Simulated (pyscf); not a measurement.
O=Ta(OH)(OH)–OH (SMILES [O]=[Ta]([OH])([OH])[OH]) + HF (SMILES F) → HO–Ta(OH)(OH)(OH)–F (SMILES [OH][Ta]([OH])([OH])([OH])[F]) (addition across a multiple bond or ene-type step; singlet surface; F–H broken, H–O, F–Ta formed). Single points on ωB97X-D3(BJ)/def2-SVP structures (PySCF, gas phase). Energies in eV from the separated reactants.

| level | barrier | reaction energy |
|---|---|---|
| PBE/def2-TZVP | -0.28 | -1.25 |
| r²SCAN/def2-TZVP | [?] | [?] |
| B3LYP-D3(BJ)/def2-TZVP | -0.22 | -1.38 |
| M06-2X/def2-TZVP | [?] | -1.48 |
| ωB97M-D3(BJ)/def2-TZVP | -0.21 | -1.40 |
| HF/def2-TZVP | 0.17 | -1.53 |

Task: What belongs in the gaps?

Result: 
- r²SCAN/def2-TZVP, barrier: -0.39
- r²SCAN/def2-TZVP, reaction energy: -1.49
- M06-2X/def2-TZVP, barrier: -0.29

On the reactant side the descent ends in a bound adduct, 0.44 eV under the separated species and 0.18 eV under the saddle at ωB97X-D3(BJ)/def2-TZVP. At PBE, r²SCAN, B3LYP-D3(BJ), M06-2X, ωB97M-D3(BJ) the saddle lies under the separated reactants, which points to a path from their complex (located at ωB97X-D3(BJ) alone). One saddle was located; it need not be the lowest between these sides. Elements past Kr carry the def2 core potentials, without spin-orbit coupling.
